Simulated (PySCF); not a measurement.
An unknown is described by computed data only.

Elements present: C, F and H. Monoisotopic mass: 102.0093 u.

- XPS: C1s 296.6 (×2), F1s 694.1 (×4) eV [ΔSCF SCAN, pcX-2 on the ionised atom, pcseg-1 elsewhere, spin-free X2C]
- Rotational structure: rotational constants A, B, C: 5.303, 2.816, 2.534 GHz [PBE0-D3(BJ)/def2-SVP]
- 13C NMR: chemical shifts (computed TMS as zero) by class: 115.8 (2 C) ppm [GIAO B97-2/pcSseg-2]
- UV, first state: lowest singlet excitation: 9.41 eV (132 nm, f = 0.027) [TDDFT CAM-B3LYP/def2-SVPD]
- Valence photoelectron: vertical ionisation energy: 12.85 eV [ΔSCF CAM-B3LYP/def2-SVPD]
- Couplings: largest of the computed one-bond spin–spin couplings (means over like bonds): 19F–13C -312.9 (×4), 13C–1H +188.7 (×2), 13C–13C +62.9 Hz [B3LYP/pcJ-1]
- Polarisability: 30.2 au [CAM-B3LYP/def2-SVPD]
- UV, strongest line: among the 10 lowest singlet transitions: S4 at 10.46 eV (119 nm, f = 0.045) [TDDFT CAM-B3LYP/def2-SVPD]
- Triplet: lowest triplet excitation (Tamm–Dancoff): 9.00 eV [TDA CAM-B3LYP/def2-SVPD]
- NMR, other nuclei: isotropic shieldings of nuclei other than C and H, by class: 331 (4 F) ppm [GIAO B97-2/pcSseg-2]

The electronic properties come from PySCF, for the isolated species, density fitting. Levels stand in brackets. Isolated species at its PBE0-D3(BJ)/def2-SVP geometry (one conformer only). NMR values are class means; diastereotopic atoms form classes of their own.

**Question.** Which formula fits the mass and the elements?

**Answer.** C2H2F4 (calculated 102.0093). No other formula that holds each of these elements comes within 0.0003 u with a fitting electron parity and a possible valence count.

**Question.** Propose a structure and show how it fits.

**Answer.** Numbering: `[F:1][CH:2]([F:3])[CH:4]([F:5])[F:6]`. Its formula, C2H2F4, gives 0 degrees of unsaturation, so no ring and no π bond. 2 carbons fall into 1 class: CHF2 carbon [C2/C4] (115.8 ppm, 2 C). The other shieldings belong to: 331 ppm, fluorine of a CF2 group [F1/F3/F5/F6]. The couplings run between: -312.9 Hz, fluorine of a CF2 group [F1] and CHF2 carbon [C2] (with 3 like pairs); +188.7 Hz, CHF2 carbon [C2] and its hydrogen (with 1 like pair); +62.9 Hz, CHF2 carbon [C2] and CHF2 carbon [C4]. The core levels belong to: C1s 296.6 eV, CHF2 carbon [C2/C4]; F1s 694.1 eV, fluorine of a CF2 group [F1/F3/F5/F6]. One atom of each topological class was ionised and stands for its class. The first electron is taken from the HOMO, whose largest Löwdin shares are 0.17 on each of 2 atoms of one kind (CHF2 carbon) and 0.14 on each of 2 atoms of one kind (fluorine of a CF2 group). The optimised geometry has point group C2 and is an asymmetric top. Structure: 1,1,2,2-tetrafluoroethane, `FC(F)C(F)F`. Computed isomers that give other values at the same levels: `FCC(F)(F)F` (13C chemical shifts (computed TMS as zero) by class: 131.0 (1 C), 81.9 (1 C) ppm). The assignments are read from this structure; whether some other isomer fits the data as well wasn't checked.

Shape of the structure used: `[F:1][CH:2]([F:3])[CH:4]([F:5])[F:6]`: F1–C2–C4–F5 -70°.
